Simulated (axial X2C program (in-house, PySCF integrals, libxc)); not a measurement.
# Potential curves of AlP, scalar-relativistic

Computed with an in-house all-electron X2C program for linear molecules (integrals from PySCF). Spin-free means the one-electron spin-free X2C Hamiltonian. Basis: P dyall-v3z [8s7p2d1f], Al dyall-v3z [8s8p2d1f] (cores contracted in-house); Gaussian nuclei, density fitting, unrestricted open shells. Masses: P 30.974 u, Al 26.982 u.

State: M_S = 1, Λ = 1 (beyond evenly filled blocks: σα, π+α, π+β, π-α). Energies in cm⁻¹ from the fragments at the same level (P + Al). Fits are polynomials in 1 − R0/R over 0.85 to 1.23 times the lowest point R0.

```csv
R (Å),r2SCAN0,PBE0
1.9305,-10583,-11610
2.0193,-14104,-15171
2.0859,-15564,-16673
2.1524,-16278,-17432
2.2190,-16433,-17633
2.2967,-16098,-17349
2.3743,-15380,-16678
2.4742,-14099,-15447
2.5962,-12251,-13637
2.7737,-9408,-10807
```

De is counted from the lowest determinant-based energies of the atoms at the same level, without counterpoise correction. Without a current term, density functionals place determinants with orbital angular momentum somewhat too high. The state is one determinant with fixed occupations, lowest in a PBE0 search at one distance only: followed along the bond, the 2c determinant Ω = 1 reaches 0.06 eV lower at PBE0, at Re = 2.426 Å, so the state shown is not the lowest. The determinant is spin-polarised beyond a pure state at some levels (its spin-free form has ⟨S²⟩ too high), which makes Re and μ there less reliable.

Question: What are Re, ωe and De at the r2SCAN0 level?

Answer: At r2SCAN0, spin-free: Re = 2.207 Å, ωe ≈ 478 cm⁻¹, De = 2.04 eV to P + Al; Be follows as 0.24 cm⁻¹.

Question: What are Re, ωe and De at the PBE0 level?

Answer: At PBE0, spin-free: Re = 2.214 Å, ωe ≈ 471 cm⁻¹, De = 2.19 eV to P + Al; Be follows as 0.238 cm⁻¹.
